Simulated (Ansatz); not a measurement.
Results of r²SCAN-D4 in Ansatz (plane waves, PAW) for HfO₂ (P2₁/c, No. 14).

Run with plane-wave cutoff 560 eV, 8×8×8 k mesh, Fermi–Dirac smearing 0.01 eV, scalar-relativistic PAW data made under PBE.

Computed at the level's own relaxed cell.

Question: What does this level give for the bulk modulus, direct gap at Γ and volume per atom?

Answer: 
* **bulk modulus**: 187 GPa
* **direct gap at Γ**: 5.04 eV
* **volume per atom**: 11.47 Å³/atom

Note: the relaxation could not lower the start's symmetry, so the cell can be a saddle point above a distorted one; the bulk modulus comes from volumes at which shape and atoms were relaxed.

Spin–orbit coupling is not included.

Computed values are for the static lattice.

Ansatz is a program for electronic structure.
